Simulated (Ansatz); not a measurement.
For body-centred tetragonal In, PBE-D4 in Ansatz (PAW) gives:

- lattice constant a = 3.247 Å
- lattice parameter c = 4.947 Å
- cohesive energy = 2.67 eV/atom

Task: What does B3LYP (VWN-RPA form) in Ansatz (plane waves, PAW) give for the same quantities?

Result: 
- lattice constant a: 3.333 Å (goes up by 2.6 %)
- lattice parameter c: 5.286 Å (increases by 6.9 %)
- cohesive energy: 1.73 eV/atom (drops by 0.94 eV/atom)

For comparison: lattice constant a 3.252 Å (measured, 293 K, no zero-point or thermal correction; as tabulated in Wikipedia's data pages); lattice parameter c 4.947 Å (measured, 293 K, not corrected to a static lattice; as tabulated in Wikipedia's data pages).

Changes are worked out from the printed values.

Unless a cell is named, each level is at its own relaxed cell (PBE-D4 26.07, B3LYP (VWN-RPA form) 29.35 Å³/atom).

Levels without +SOC leave out spin–orbit coupling, which shifts energies and cells of such heavy elements.

Ansatz's density-functional and Hartree–Fock values are scalar-relativistic unless marked +SOC, with PAW data made under PBE.

Ansatz is a program for electronic structure.
